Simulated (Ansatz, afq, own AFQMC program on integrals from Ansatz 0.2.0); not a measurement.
Two steps: Ansatz 0.2.0 writes the Fock matrix and Cholesky factors of the valence space, and afq projects on them the lowest state that overlaps trial and start.

```yaml
crystal:
  periodic: [false, false, false]
  atoms:
    - {symbol: Al, position_ang: [0.001379, 0.073153, -0.089886]}
    - {symbol: H, position_ang: [0.001379, -1.373669, -0.748235]}
    - {symbol: H, position_ang: [0.380969, -0.273532, 1.491661]}
    - {symbol: H, position_ang: [-0.419271, -0.311033, 1.662738]}
basis:
  gaussian: {orbitals: 6-31G}
magnetization: {spin_polarized: true, initial_magnetization: 2}
correlation: {method: ccsd_t, electrons: outside_noble_gas, hamiltonian_folder: ham}
```

```sh
$ ansatz run in.yaml --threads 1 --pin off --events-out ev --progress --plain --max-ram 16896MiB --backend cuda --devices 0, --max-vram 18GiB
```

Options of the walk:

```
--method phaseless --trial hf --walkers 4000 --populations 20 --least-time 40 --time-step 0.005 --steps-per-block 20 --equilibration-blocks 112 --max-blocks 4000 --target-error 0.0007499999999999999 --factor-cut 1e-05 --start spin_pure --seed 1364 --taylor-order 6
```

Times are imaginary, in 1/Eh. The walk had a cap of 49 s. With eight or more populations the least sampling time is a fifth of least-time, and the error comes from their spread.

afq prints:

```
orbitals 14  electrons 4 2  factors 84 of 234
reference energy -243.49007394 Eh
CCSD correlation -0.05604449 Eh in 11 cycles, weight of the determinant in the CISD state 0.9532
energy of the start -243.490086 Eh
 block  time / (1/Eh)  mean weight  energy / Eh
     1     0.100  1.0001  -243.498165
     2     0.200  1.0003  -243.505157
     3     0.300  1.0004  -243.510757
     4     0.400  1.0002  -243.515284
     5     0.500  1.0001  -243.519120
    10     1.000  1.0004  -243.532025
    25     2.500  1.0000  -243.544458
    29     2.900  1.0001  -243.546610
    49     4.900  1.0001  -243.546280
    69     6.900  1.0000  -243.548086
    89     8.900  1.0000  -243.548428
   109    10.900  1.0001  -243.546472
   129    12.900  1.0000  -243.547007
   149    14.900  1.0001  -243.547226
   169    16.900  1.0000  -243.546275
   189    18.900  1.0000  -243.547128
error from the spread of 20 populations
energy -243.546774 +/- 0.000435 Eh
(rows thinned)
```

The run passed its tests (sampling time, drift between the halves within three errors, error under three times the target), which doesn't prove that it has relaxed.

Against this walk (error 11.8 meV) on the same determinant: CCSD(T) 1.7 meV higher (within the noise), CCSDT(Q) 6.2 meV lower (within the noise), CCSDTQ 6.3 meV lower (within the noise), full CI 6.3 meV lower (within the noise), a separate phaseless walk with a CISD trial and standard settings 4.9 ± 11.9 meV lower (within the noise). The error is statistical and leaves out the bias of the constraint.

Cautions: constraint bias not in the error; lower spins were not checked.

The walk took 15 s on 1 × NVIDIA H100 80GB HBM3 with 2 threads of AMD EPYC 7R13 Processor (Zen 3) (shared host) (the card was shared). The log's last line is the phaseless energy.

CCSDT and higher add their correlation energy to the determinant of the CCSD(T) run, since their own runs factorise the integrals more tightly (a shift of under 2 meV).
